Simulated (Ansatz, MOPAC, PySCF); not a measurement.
Potential energy surface of H2S, singlet: symmetric bend, bond length relaxed. Scanned: H-S-H angle. Other coordinates (S-H bond length) were minimised at PBE0/def2-TZVP.

Methods: AM1, restricted, heats of formation (MOPAC); RKS-BP86/6-31G* = restricted BP86/6-31G*, spherical d (PySCF 2.14.0); RKS-B3LYP/6-311+G** = restricted B3LYP/6-311+G**, spherical d run with PySCF; FCI/cc-pVDZ = full CI/cc-pVDZ, frozen core (Ansatz, a first-principles code).

Energies relative to the lowest point of each profile, in kcal/mol; the last columns give the difference from FCI:

```
a / °    AM1  RKS-BP86/6-31G*  RKS-B3LYP/6-311+G**  FCI/cc-pVDZ  AM1 − FCI/cc-pVDZ  RKS-BP86/6-31G* − FCI/cc-pVDZ  RKS-B3LYP/6-311+G** − FCI/cc-pVDZ
------  ----  ---------------  -------------------  -----------  -----------------  -----------------------------  ---------------------------------
180     64.8             68.3                 69.1         71.9               -7.0                           -3.6                               -2.8
171.59  62.1             66.1                 66.8         69.3               -7.2                           -3.2                               -2.5
162.06  53.5             59.0                 59.4         61.1               -7.6                           -2.1                               -1.7
151.24  40.6             46.8                 46.9         48.0               -7.4                           -1.1                               -1.0
140.11  27.4             33.1                 33.0         33.6               -6.3                           -0.5                               -0.7
132.24  19.1             24.0                 23.7         24.2               -5.2                           -0.3                               -0.5
119.83   8.6             11.9                 11.7         11.9               -3.4                            0.0                               -0.3
110.82   3.4              5.5                  5.3          5.5               -2.1                            0.0                               -0.2
99.34    0.0              0.7                  0.7          0.7               -0.7                            0.0                                0.0
89.64    0.3              0.0                  0.0          0.0                0.3                            0.0                                0.0
81.23    3.0              2.0                  2.0          2.0                1.1                            0.1                                0.1
71.71    9.1              7.4                  7.2          7.0                2.0                            0.3                                0.2
60      20.5             18.4                 17.7         17.4                3.1                            1.0                                0.3
```

AM1 is furthest from FCI/cc-pVDZ at 162.06 (-7.6 kcal/mol, below); its mean absolute difference over the points is 4.1 kcal/mol.

RKS-BP86/6-31G* is furthest from FCI/cc-pVDZ at 180 (-3.6 kcal/mol, below); its mean absolute difference over the points is 1.0 kcal/mol.

RKS-B3LYP/6-311+G** is furthest from FCI/cc-pVDZ at 180 (-2.8 kcal/mol, below); its mean absolute difference over the points is 0.8 kcal/mol.
